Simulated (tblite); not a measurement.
C3H7NS.
Z-matrix (Å and degrees, GFN2-xTB geometry), rows numbered from 1:
```
C 
N   1  1.2503
C   2  1.4323  1  120.49
C   3  1.5247  2  109.64  1   127.15
S   4  1.8262  3  112.18  2   -72.06
H   1  1.0802  2  118.39  3  -179.60
H   1  1.0965  2  124.40  3     0.66
H   3  1.1024  2  112.89  1     3.92
H   3  1.0956  2  107.00  1  -116.01
H   4  1.0888  3  110.51  2    48.74
H   4  1.0886  3  110.65  2   170.79
H   5  1.3306  4   95.74  3    62.32
```

Level: GFN2-xTB in tblite, geometry and Hessian alike; calculated harmonic values, unscaled, isolated species. This tight-binding method is rough: wavenumbers can miss measured ones by several per cent, in bad cases by 10 to 20. Modes of hydrogen on sulfur can be 10 to 20 % off. One conformer, not necessarily the lowest.

Harmonic wavenumbers (cm⁻¹): 67.2, 99.4, 216.8, 275.0, 362.9, 466.3, 674.4, 691.8, 752.0, 903.0, 973.2, 990.8, 1018.6, 1066.0, 1111.4, 1188.2, 1211.3, 1258.7, 1319.2, 1419.3, 1421.0, 1443.3, 1757.3, 2441.7, 2846.9, 2869.6, 2934.7, 3001.4, 3015.1, 3076.2.

A = 7628, B = 2377, C = 1967 MHz; mass 89.030 u (most abundant isotopes); point group C1, symmetry number 1.

**Question.** Zero-point energy?

**Answer.** ½Σν̃ = 20436 cm⁻¹ = 58.43 kcal/mol.

**Question.** What is S at 350 K and 1 bar for an ideal gas of classical rigid rotors and harmonic oscillators?

**Answer.** Translation 40.19, rotation 27.08, vibration 17.58: S = 84.8 cal/(mol K).

**Question.** And Cp and H(350 K) − H(0)?

**Answer.** Cp = 27.06 cal/(mol K), of which vibrations give 19.12 (their classical limit is 30 R = 59.6); H(350 K) − H(0) = 6.05 kcal/mol without the zero-point energy, 3.27 from vibrations.

**Question.** What must be added to the electronic energy to get the Gibbs energy at 350 K and 1 bar?

**Answer.** ZPE + [H(350 K) − H(0)] − T·S = 58.43 + 6.05 − 29.70 = 34.78 kcal/mol.

**Question.** Blend soft modes into free rotors: weight 1/[1 + (100 cm⁻¹/ν̃)⁴] for the oscillator and the rest for a rotor with moment μB/(μ + B), μ = h/(8π²ν), B = 10⁻⁴⁴ kg m². What vibrational entropy results?

**Answer.** 16.25 cal/(mol K) in place of 17.58, which changes −T·S at 350 K by +0.46 kcal/mol.

**Question.** How do the functions run with temperature in this model?

**Answer.** 
```
 T (K)  S (cal/(mol K))  Cp (cal/(mol K))  H − H(0) (kcal/mol)  G − H(0) (kcal/mol)  ln q(vib)
   150             67.5              15.9                 1.79                -8.33       1.49
   250             76.8              21.2                 3.64               -15.56       2.82
298.15             80.8              24.0                 4.72               -19.36       3.46
   400             88.7              29.9                 7.47               -27.99       4.82
   600            102.7              39.3                14.44               -47.15       7.53
   900            120.5              48.5                27.72               -80.71      11.49
```

q(vib) and H(0) count from the zero-point level.

Hindered rotation and anharmonicity are outside this model. Other conformers, if any are populated, would add a mixing term that is left out. The structure is chiral; the term R ln 2 for an equal mix with its mirror image is left out.
